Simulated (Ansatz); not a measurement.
**Al2H (doublet): trial inputs and their diagnosis at angle Al2–Al1–H3 = 125.4°**

3 inputs are run for Al2H (doublet) as typed; the log has to tell whether the result can be used and what must change.

The runs use Ansatz 0.2.0, Gaussian basis; the settings change from run to run.

24 further runs of the same task are left out: 8 for a known fault of the program, 1 for a mislabelled method, 12 that didn't finish, 3 set aside as unsound or not needed.

### Step 1. What is computed

The geometry derives from a PBE0/def2-TZVP stationary point (not a proven minimum). One angle is set to the value named; bond lengths are kept.

3 atoms, charge 0, spin multiplicity 2.

Atoms are counted from 1 here; the program's logs count them from 0.

Bond lengths: Al1–Al2 2.677 Å, Al1–H3 1.619 Å. Angles: Al2–Al1–H3 125.4°.

### Step 2. Attempt 1

in.yaml

```yaml
crystal:
  periodic: [false, false, false]
  atoms:
    - {symbol: Al, position_ang: [-0.616249, 0.000000, 1.141195]}
    - {symbol: Al, position_ang: [0.611527, 0.000000, -1.237578]}
    - {symbol: H, position_ang: [0.126410, 0.000000, 2.580071]}
basis:
  gaussian: {orbitals: "6-31G*"}
magnetization: {spin_polarized: false, initial_magnetization: 1}
hamiltonian: {xc: pbe}
correlation: {method: sc_nevpt2, electrons: all, active_space: {window: {electrons: 3, orbitals: 3}}}
scf: {lower_state_search: light}
```

Started as:

```
> ansatz run in.yaml --threads 1 --pin off --events-out ev --progress --plain --max-ram 2502MiB
```

The program printed:

```text
Error: invalid value for `correlation.active_space`: it starts from restricted Hartree–Fock orbitals; set hamiltonian.xc: hf without magnetization.spin_polarized
```

Run time: 0.03 s. Hardware: 1 thread of Intel Xeon Platinum 8259CL at 2.50GHz, shared host.

Diagnosis: The run was refused. An active space is asked on a functional's orbitals. To mend it, start from Hartree-Fock.

### Step 3. Attempt 2

in.yaml

```yaml
crystal:
  periodic: [false, false, false]
  atoms:
    - {symbol: Al, position_ang: [-0.616249, 0.000000, 1.141195]}
    - {symbol: Al, position_ang: [0.611527, 0.000000, -1.237578]}
    - {symbol: H, position_ang: [0.126410, 0.000000, 2.580071]}
basis:
  gaussian: {orbitals: STO-3G}
magnetization: {spin_polarized: false, initial_magnetization: 1}
correlation: {active_space: {ras: {orbitals: [3, 1, 5], electrons: 27, max_holes: 2, max_particles: 2}, fixed_orbitals: true}}
```

The command is unchanged.

The program printed:

```text
Functional definition: HF
  name "HF"
  cite "Fock, Z. Phys. 61, 126 (1930) doi:10.1007/BF01340294"
  parent pbe
  exchange = exact_x
  correlation = 0
194 factors; integrals over basis functions are off by at most 1.5e-4 eV
mean field evaluation 1: about -13016.7968 eV, gradient 1.0e1 eV
mean field evaluation 2: about -13016.8048 eV, gradient 1.0e1 eV
mean field evaluation 4: about -13017.9113 eV, gradient 1.2e0 eV
mean field evaluation 8: about -13017.9989 eV, gradient 2.0e-1 eV
mean field evaluation 16: about -13008.0666 eV, gradient 2.0e1 eV
mean field evaluation 32: about -13018.0020 eV, gradient 2.9e-5 eV
mean field evaluation 64: about -13018.0010 eV, gradient 2.0e-1 eV
mean field evaluation 96: about -13017.9428 eV, gradient 7.1e-1 eV
mean field -13018.00195255 eV, -478.4027478377 hartree, gradient 2.8e-6 eV, S^2 0.750000; 11 other end points of the search recorded, 0 dependent functions left out
reference -13018.00195255 eV, -478.4027478377 hartree; 14, 13 occupied and 5, 6 virtual orbitals, 194 factors
Error: 27 electrons in 9 orbitals form no window around the highest filled level of the reference
```

Wall time 0.87 s (1 thread of Intel Xeon Platinum 8259CL at 2.50GHz, shared host).

Diagnosis: The run stopped with an error. The electron count of the restricted space is wrong. Fix: count the correlated electrons again.

### Step 4. Attempt 3

in.yaml

```yaml
crystal:
  periodic: [false, false, false]
  atoms:
    - {symbol: Al, position_ang: [-0.616249, 0.000000, 1.141195]}
    - {symbol: Al, position_ang: [0.611527, 0.000000, -1.237578]}
    - {symbol: H, position_ang: [0.126410, 0.000000, 2.580071]}
basis:
  gaussian: {orbitals: cc-pVTZ}
magnetization: {spin_polarized: false, initial_magnetization: 1}
hamiltonian: {pseudopotentials: {relativity: none}}
correlation: {active_space: {ras: {orbitals: [3, 1, 68], electrons: 7, max_holes: 2, max_particles: 2}, fixed_orbitals: true}}
output: {forces: true}
```

Same command.

The program printed:

```text
Functional definition: HF
  name "HF"
  cite "Fock, Z. Phys. 61, 126 (1930) doi:10.1007/BF01340294"
  parent pbe
  exchange = exact_x
  correlation = 0
518 factors; integrals over basis functions are off by at most 9.7e-4 eV
mean field evaluation 1: about -13179.0765 eV, gradient 8.0e0 eV
mean field evaluation 2: about -13179.0790 eV, gradient 8.0e0 eV
mean field evaluation 4: about -13179.7697 eV, gradient 1.2e0 eV
mean field evaluation 8: about -13179.7869 eV, gradient 3.0e-3 eV
mean field evaluation 16: about -13179.7992 eV, gradient 2.3e-1 eV
mean field evaluation 32: about -13179.9422 eV, gradient 1.5e-4 eV
mean field evaluation 64: about -13179.9127 eV, gradient 9.2e-1 eV
mean field evaluation 96: about -13179.7446 eV, gradient 2.0e0 eV
mean field -13179.94215035 eV, -484.3539403398 hartree, gradient 2.5e-6 eV, S^2 0.750000; 9 other end points of the search recorded, 0 dependent functions left out
reference -13179.94215035 eV, -484.3539403398 hartree; 14, 13 occupied and 68, 69 virtual orbitals, 518 factors
Error: with vectors over 60648 determinants and the model space of their search the run needs 2.66 GiB of the host's memory, and 2.44 GiB are given
refused for memory
```

Wall time 6.5 s (1 thread of Intel Xeon Platinum 8259CL at 2.50GHz, shared host).

What is wrong: The program refused it for memory. The method needs more than --max-ram allows. Cure: a smaller space or basis, or more memory.

### Step 5. How the runs ended

| attempt | level | ended | cause | time |
| --- | --- | --- | --- | --- |
| 1 | NEVPT2(3,3)/6-31G* | refused | an active space is asked on a functional's orbitals | 0.03 s |
| 2 | CISD/STO-3G | stopped by an error | the electron count of the restricted space is wrong | 0.87 s |
| 3 | CISD/cc-pVTZ | out of memory | the method needs more than --max-ram allows | 6.5 s |

1 refused, 1 stopped by an error, 1 out of memory.
